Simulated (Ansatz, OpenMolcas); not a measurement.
**Correcting a cheap level on N-containing molecules**

The atomisation enthalpy at 298 K in kJ/mol of 6 N-containing molecules: x at HF/3-21G, y from tabulated heats of molecules and atoms (Active Thermochemical Tables, CRC Handbook of Chemistry and Physics, NIST-JANAF tables). Shapes, held fixed at every level: PBE0-D4/def2-TZVP. Flexible molecules stand in one conformer, not always the lowest. Computed values hold a harmonic thermal term (PBE0-D4/def2-TZVP) and the atoms' spin-orbit lowering. Programs: Ansatz 0.2.0, OpenMolcas 26.06. A level may come from different programs for different species; with the same settings they agree closely.

| molecule | x (kJ/mol) | y (kJ/mol) |
| --- | --- | --- |
| NClO (nitrosyl chloride) | -79 | 790 |
| NF3 (nitrogen trifluoride) | -50 | 843 |
| HNO3 (nitric acid) | 65 | ? |
| H3NO (hydroxylamine) | 613 | 1419 |
| HOCN (cyanic acid) | 748 | 1671 |
| C2H3N (isocyanomethane) | 1488 | 2397 |

Question: Fit y = c + s·x to the known rows and predict y for HNO3.

Answer: 
1. Means of the 5 rows: x = 544.00, y = 1424.0.
2. Σ(Δx)² = 1678478, Σ(Δx·Δy) = 1708651, so the slope is 1708651/1678478 = 1.018.
3. Intercept: 1424.0 − (1.018) × 544.00 = 870.2. The largest residual of the fit is 75.
4. HNO3: 870.2 + 1.018 × 65 = 936 kJ/mol.

The tabulated heats give 1572 kJ/mol, so the prediction is off by -636 kJ/mol, more than the largest residual. Uncorrected, HF/3-21G misses it by -1507 kJ/mol, and the other rows by 880 on average. The line removes about 60 % of this miss. Left out in turn, the other rows are missed by 46 kJ/mol on average, so the withheld one doesn't follow the line. The tabulated value of C2H3N is in doubt (older tables, estimates, or at odds with other calculations) and kept here.
